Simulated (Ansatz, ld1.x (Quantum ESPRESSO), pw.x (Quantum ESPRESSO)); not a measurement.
**lithium: one change to the ultrasoft potential, in the atom and in the diamond crystal**

lithium (Li), ultrasoft, made with ld1.x (Quantum ESPRESSO) 7.5 (LDA (PW92), scalar-relativistic). Core none, reference 1s2 2s1 2p0. Waves: 1s (bound): rcut 0.90, rcutus 1.05 bohr; 2s (bound): rcut 0.90, rcutus 1.05 bohr; 2p (bound, empty): rcut 4.40, rcutus 4.65 bohr; 2p channel at 1.2 Ry: rcut 4.40, rcutus 4.65 bohr; 3d channel at -0.05 Ry: rcut 3.50, rcutus 4.30 bohr; 3d channel at 0.35 Ry: rcut 3.50, rcutus 4.30 bohr. Local part: all-electron potential smoothed inside 3.85 bohr (lloc = -1). Core correction: none. Augmentation charge: PSQ, inside the norm-conserving radii.

Change: all radii scaled by about 1.10 (s 1.16, p 5.12, d 4.74 bohr, rcut 1.00/4.86/3.86); local potential all-electron potential smoothed inside 4.24 bohr (lloc = -1).

Cutoffs, loose and tight: the cutoffs (Ry, on a coarse ladder) from which the occupation-weighted sum of valence levels, in a spherical-Bessel basis at the reference potential, stays within 10 and 1 mRy of its value at 400 Ry. They do not see the model core or the augmentation charge, which bear on the density cutoff. Test errors are all-electron minus pseudo excitation energies from the reference, over the configurations 1s2 2s0 2p0; 1s2 2s0.5 2p0; 1s2 2s0 2p1; 1s1 2s1 2p0 (two spin-polarised tests are not counted in the largest error); variants that change the core or the reference have their own tests.

Crystal test: diamond Li in pw.x 7.5, no spin, 8³ k-points, Fermi–Dirac smearing 0.01 Ry, cutoffs set for each file from its atomic test. The reference is all-electron LAPW (Ansatz 0.2.0) with the same functional, mesh and smearing; V0 and B0 come from Birch–Murnaghan fits to the pressures at five volumes. Errors are pseudo minus all-electron; Δ is the rms difference of the E(V) curves that follow from these fits, minima aligned, over ±6 % about the mean V0. Mesh and smearing are coarse, so the numbers serve the comparison and aren't converged zero-temperature values; the lattice is a test structure that the element need not adopt.

All-electron: a0 = 5.734 Å (V0 = 23.57 Å³/atom), B0 = 5.8 GPa.

Does the change bring the crystal closer to the all-electron result?

The mean pressure error goes from -5.12 to -13.43 GPa, so the change moves the solid further from the all-electron pressures. Neither pressure curve crosses zero within the volumes sampled, so no fits are given.

| quantity | base | changed |
| --- | --- | --- |
| outcome (atom) | generated | generated |
| cutoff, loose (atom) | 50 Ry | 50 Ry |
| cutoff, tight (atom) | 80 Ry | 70 Ry |
| bound ghosts (atom) | none | none |
| largest test error (meV) (atom) | 5 of 6 tests not solved or not reliable | test run stopped at test 5 of 6 (negative rho), 4 before it not solved |
| cutoffs in pw.x (Ry) | 100/800 | 85/680 |
| mean pressure error (GPa) | -5.12 | -13.43 |

Base: The largest radius (4.65 bohr) exceeds half the bond length (2.35 bohr), so the spheres overlap, which is one possible source of error among others. This is a poor potential for the solid. The pseudo pressure rises with volume over the whole range, a mechanical instability. Atomic configuration tests: 5 of 6 tests not solved or not reliable. Changed file: The largest radius (5.12 bohr) exceeds half the bond length (2.35 bohr), so the spheres overlap, which is one possible source of error among others. This is a poor potential for the solid. The pseudo pressure rises with volume over the whole range, a mechanical instability. Atomic configuration tests: test run stopped at test 5 of 6 (negative rho), 4 before it not solved. The atomic cutoffs weigh occupied waves only.
